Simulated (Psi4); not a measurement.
# One shape, several levels: C2H5B− (SMILES [BH2-]C=C)

Aim: a comparison of 3 runs (UHF/3-21G, UHF/def2-SVPD, URPBE/cc-pVDZ-F12) of C2H5B−. 

The results are computed with Psi4 1.11.

2 further runs of the same task are left out: 2 set aside as unsound or not needed.

### 1 Starting point

C2H5B− has 8 atoms, charge -1, and is taken as a doublet. SMILES: `[BH2-]C=C`. The coordinates come from a GFN2-xTB relaxation.

Bond lengths: B1–C2 1.488 Å, C2–C3 1.392 Å, B1–H4 1.207 Å, B1–H5 1.213 Å, C2–H6 1.102 Å, C3–H7 1.088 Å, C3–H8 1.083 Å. Angles: B1–C2–C3 128.9°, B1–C2–H6 118.3°, C3–C2–H6 112.7°, C2–B1–H4 123.0°, C2–B1–H5 121.0°, C2–C3–H7 123.1°, C2–C3–H8 121.5°, H4–B1–H5 116.0°, H7–C3–H8 115.4°.

### 2 Energy and forces at UHF/3-21G (run 1)

calc.in

```
memory 1600 mb

molecule system {
  -1 2
  B     -1.53092383     1.52961991    -1.21709701
  C      0.54847411     0.54327736     0.39799522
  C      1.17019401    -1.95159576     0.95155269
  H     -3.01050379     0.17457290    -2.30108171
  H     -1.82957614     3.78217345    -1.51389739
  H      1.82003303     1.91274299     1.31885876
  H      2.73853441    -2.47476644     2.17437557
  H      0.09378711    -3.51602443     0.18929387
  units au
  symmetry c1
}

set globals {
  reference     uhf
  puream        true
  e_convergence 1e-09
  d_convergence 1e-08
  scf_type      pk
  maxiter       200
}

result = gradient("scf/3-21G")
print_variables()
```

Run with:

```sh
psi4 -n 1 calc.in calc.out
```

calc.out:

```text
[...]
  Running in c1 symmetry.
[...]
  Nuclear repulsion =   57.311993726546874
[...]
  Multiplicity = 2
[...]
  Nalpha       = 12
  Nbeta        = 11
[...]
    Number of basis functions: 37
[...]
   @UHF iter   1:  -102.57875610882921   -9.42947e-01   9.94338e-03 ADIIS/DIIS
[...]
   @UHF iter  16:  -102.67979205947714   -4.26326e-13   3.96184e-09 DIIS
[...]
   @S^2 Observed:                8.821499329E-01
[...]
  @UHF Final Energy:  -102.67979205947714
   => Energetics <=
    Nuclear Repulsion Energy =             57.3119937265468735
    One-Electron Energy =                -255.6250638942985347
    Two-Electron Energy =                  95.6332781082745385
    Total Energy =                       -102.6797920594771369
  UHF NO Occupations:
  HONO-2 :   10  A 1.9978361
  HONO-1 :   11  A 1.9388558
[...]
 Multipole Moments:
 ------------------------------------------------------------------------------------
     Multipole            Electronic (a.u.)      Nuclear  (a.u.)        Total (a.u.)
 ------------------------------------------------------------------------------------
 L = 1.  Multiply by 2.5417464519 to convert [e a0] to [Debye]
 Dipole X            :          0.4861296            0.5028172            0.9889468
 Dipole Y            :         -0.0144810           -0.8231231           -0.8376041
 Dipole Z            :          0.3654052            0.4171896            0.7825948
 Magnitude           :                                                    1.5139521
[...]
  -Total Gradient:
     Atom            X                  Y                   Z
    ------   -----------------  -----------------  -----------------
       1        0.006086322549    -0.007654703428     0.004850479473
       2       -0.016216169711    -0.000826857693    -0.012115239400
       3       -0.001745794140     0.008593252816    -0.001941185447
       4        0.002955287144     0.004704913054     0.002072243195
       5        0.000425393443    -0.003336737407     0.000483393566
       6        0.006088842484     0.003455234816     0.004396587478
       7        0.003680576914    -0.002282575476     0.003053836279
       8       -0.001274458683    -0.002652526682    -0.000800115144
[...]
```

Run time: 4.2 s. Hardware: 1 thread of Intel Xeon Platinum 8259CL at 2.50GHz (Skylake/Cascade Lake), shared host; peak memory 0.18 GiB.

### 3 The charge distribution at UHF/def2-SVPD (density fitting) (run 2)

calc.dat

```
memory 1600 mb

molecule {
  -1 2
  B     -0.810130     0.809440    -0.644060
  C      0.290240     0.287490     0.210610
  C      0.619240    -1.032740     0.503540
  H     -1.593090     0.092380    -1.217680
  H     -0.968170     2.001440    -0.801120
  H      0.963120     1.012180     0.697910
  H      1.449170    -1.309590     1.150630
  H      0.049630    -1.860600     0.100170
}

set basis def2-SVPD
set reference uhf
set scf_type mem_df
set print 2

energy_value, wavefunction = energy("scf", return_wfn=True)
oeprop(wavefunction, "MULTIPOLE(3)", "DIPOLE", "MAYER_INDICES")
```

Run with:

```sh
psi4 -i calc.dat -o calc.out -n 1
```

calc.out:

```text
[...]
  Running in c1 symmetry.
[...]
  Nuclear repulsion =   57.311993719360402
[...]
  Multiplicity = 2
[...]
  Nalpha       = 12
  Nbeta        = 11
[...]
   @DF-UHF iter   1:  -103.04587976226611   -8.43377e-01   4.45961e-03 ADIIS/DIIS
[...]
   @DF-UHF iter  11:  -103.19521765998158   -1.61011e-07   9.57847e-07 DIIS
[...]
   @S^2 Observed:                8.611374821E-01
[...]
    Orbital Energies [Eh]
    ---------------------
    Alpha Occupied:
       1A    -11.025269     2A    -10.987739     3A     -7.322905
       4A     -0.796853     5A     -0.590378     6A     -0.449767
       7A     -0.395311     8A     -0.331726     9A     -0.249474
      10A     -0.218973    11A     -0.211709    12A     -0.019670
    Alpha Virtual:
      13A      0.227451    14A      0.256425    15A      0.290919
      16A      0.342907    17A      0.348903    18A      0.352725
      19A      0.369243    20A      0.384616    21A      0.395794
      22A      0.402212    23A      0.427143    24A      0.451875
      25A      0.473250    26A      0.488559    27A      0.508254
[...]
  @DF-UHF Final Energy:  -103.19521765998158
   => Energetics <=
    Nuclear Repulsion Energy =             57.3119937193604017
    One-Electron Energy =                -255.9970524700754311
    Two-Electron Energy =                  95.4898410907334494
    Total Energy =                       -103.1952176599815800
  UHF NO Occupations:
  HONO-2 :   10  A 1.9980122
  HONO-1 :   11  A 1.9485501
[...]
 Multipole Moments:
 ------------------------------------------------------------------------------------
     Multipole            Electronic (a.u.)      Nuclear  (a.u.)        Total (a.u.)
 ------------------------------------------------------------------------------------
 L = 1.  Multiply by 2.5417464519 to convert [e a0] to [Debye]
 Dipole X            :          0.3785025            0.5028172            0.8813197
 Dipole Y            :          0.0370308           -0.8231231           -0.7860923
 Dipole Z            :          0.2821844            0.4171896            0.6993740
 Magnitude           :                                                    1.3725121
[...]
```

Wall time 4.2 s (1 thread of Intel Xeon Platinum 8259CL at 2.50GHz (Skylake/Cascade Lake), shared host); peak memory 0.21 GiB.

### 4 A single-point energy at URPBE/cc-pVDZ-F12 (run 3)

input.in

```
memory 1600 mb

molecule mol {
  -1 2
  B     -0.810130     0.809440    -0.644060
  C      0.290240     0.287490     0.210610
  C      0.619240    -1.032740     0.503540
  H     -1.593090     0.092380    -1.217680
  H     -0.968170     2.001440    -0.801120
  H      0.963120     1.012180     0.697910
  H      1.449170    -1.309590     1.150630
  H      0.049630    -1.860600     0.100170
  units angstrom
  no_reorient
  no_com
}

set {
  basis cc-pVDZ-F12
  reference uks
  scf_type pk
}

E, wfn = energy("rpbe", return_wfn=True)
```

Run with:

```sh
psi4 -n 1 input.in input.out
```

input.out:

```text
[...]
  Running in c1 symmetry.
[...]
  Nuclear repulsion =   57.311993719360402
[...]
  Multiplicity = 2
[...]
  Nalpha       = 12
  Nbeta        = 11
[...]
    Number of basis functions: 135
[...]
   @UKS iter   1:  -103.36403802158286   -9.25545e-02   7.99564e-03 DIIS/ADIIS
[...]
   @UKS iter  11:  -104.08004686252849   -4.23530e-08   3.52171e-07 DIIS
[...]
   @S^2 Observed:                7.577950588E-01
[...]
    Orbital Energies [Eh]
    ---------------------
    Alpha Occupied:
       1A     -9.700043     2A     -9.682620     3A     -6.261317
       4A     -0.478380     5A     -0.329606     6A     -0.229882
       7A     -0.191541     8A     -0.143893     9A     -0.080872
      10A     -0.061550    11A     -0.055188    12A      0.076607
    Alpha Virtual:
      13A      0.106074    14A      0.114285    15A      0.116224
      16A      0.116429    17A      0.140256    18A      0.158505
      19A      0.175655    20A      0.189208    21A      0.201098
      22A      0.213565    23A      0.225593    24A      0.251518
      25A      0.264680    26A      0.293934    27A      0.311998
[...]
  @UKS Final Energy:  -104.08004686252849
   => Energetics <=
    Nuclear Repulsion Energy =             57.3119937193604017
    One-Electron Energy =                -256.2193632854219345
    Two-Electron Energy =                 111.7551925485779094
    DFT Exchange-Correlation Energy =     -16.9278698450448672
    Empirical Dispersion Energy =           0.0000000000000000
    VV10 Nonlocal Energy =                  0.0000000000000000
    Total Energy =                       -104.0800468625284907
[...]
 Multipole Moments:
 ------------------------------------------------------------------------------------
     Multipole            Electronic (a.u.)      Nuclear  (a.u.)        Total (a.u.)
 ------------------------------------------------------------------------------------
 L = 1.  Multiply by 2.5417464519 to convert [e a0] to [Debye]
 Dipole X            :         -1.6901858            2.4696642            0.7794784
 Dipole Y            :          0.2016394           -0.9231123           -0.7214730
 Dipole Z            :         -1.2567223            1.8793515            0.6226292
 Magnitude           :                                                    1.2311689
[...]
```

It took 40 s on 1 thread of Intel Xeon Platinum 8259CL at 2.50GHz (Skylake/Cascade Lake), shared host; peak memory 0.96 GiB.

### 5 All runs side by side

```
run                            level        task  integrals  energy (Eh)  HOMO energy (eV)  LUMO energy (eV)   ⟨S²⟩  wall time
  1                        UHF/3-21G    gradient         pk  -102.679792             -0.10              9.83  0.882      4.2 s
  2  UHF/def2-SVPD (density fitting)  properties     mem_df  -103.195218             -0.54              6.19  0.861      4.2 s
  3                URPBE/cc-pVDZ-F12      energy         pk  -104.080047              2.08              2.89  0.758       40 s
```

### 6 Summary of results

| quantity | value |
| --- | --- |
| run 3: total energy | -104.08005 Eh |
| run 3: HOMO energy (highest over α and β) | 2.08 eV |
| run 3: LUMO energy (lowest over α and β) | 2.89 eV |
| run 3: ⟨S²⟩ | 0.758 |

**Reading.** In run 3 the HOMO lies above zero, so the outermost electron may be held by the basis alone. Spin contamination of the reference: run 1 ⟨S²⟩ = 0.88, run 2 ⟨S²⟩ = 0.86. All runs together took 48 s, the longest 40 s.
